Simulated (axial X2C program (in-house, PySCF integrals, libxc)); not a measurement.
## Potential curves of NaSi⁻, two-component

Calculated with an axial X2C code built on PySCF integrals. Two-component (2c) means X2C with spin–orbit coupling and atomic mean-field two-electron Coulomb and Gaunt terms. Basis: Si dyall-av3z [9s8p3d2f], Na dyall-av3z [10s9p5d2f] (cores contracted in-house); Gaussian nuclei, density fitting, unrestricted open shells. Masses: Si 27.977 u, Na 22.990 u.

State: Ω = 1 (⟨Sz⟩ = 1.00, ⟨Lz⟩ = 0.00 at M06). Energies in eV from the fragments at the same level (Si- + Na). Fits are polynomials in 1 − R0/R over 0.85 to 1.23 times the lowest point R0.

| R (Å) | M06 |
| --- | --- |
| 2.5256 | -0.9556 |
| 2.6417 | -1.0445 |
| 2.7288 | -1.0789 |
| 2.8159 | -1.0929 |
| 2.9030 | -1.0921 |
| 3.0046 | -1.0773 |
| 3.1062 | -1.0523 |

The state is a single determinant with fixed occupations, the lowest that a limited PBE0 search found. De is counted from the lowest determinant-based energies of the atoms at the same level, without counterpoise correction. Density functionals use the spin component along the axis (collinear). PBE0 can misorder states that lie within some tenths of an eV, so this need not be the ground state of the molecule. The nearest other 2c determinant of the search, Ω = 2, lies 0.25 eV up at the distance of the search. Without a current term, density functionals place determinants with orbital angular momentum somewhat too high. With several unpaired electrons one determinant need not be a pure state. Open-shell Ω = 0 determinants with evenly filled partner blocks cannot be reached by this program, so the Ω shown need not be the lowest component. This is the Ω = 1 component of a π² triplet; the 0⁺ component is not one determinant and can lie lowest. Some points did not converge and are left out. The highest occupied level of some functionals is positive through self-interaction error; at Hartree–Fock it is bound. The determinant is spin-polarised beyond a pure state at some levels (its spin-free form has ⟨S²⟩ too high), which makes Re and μ there less reliable.

Problem. What are Re, ωe and De at the M06 level?

Solution. At M06, 2c: Re = 2.852 Å, ωe ≈ 193 cm⁻¹, De = 1.09 eV to Si- + Na; Be follows as 0.164 cm⁻¹.
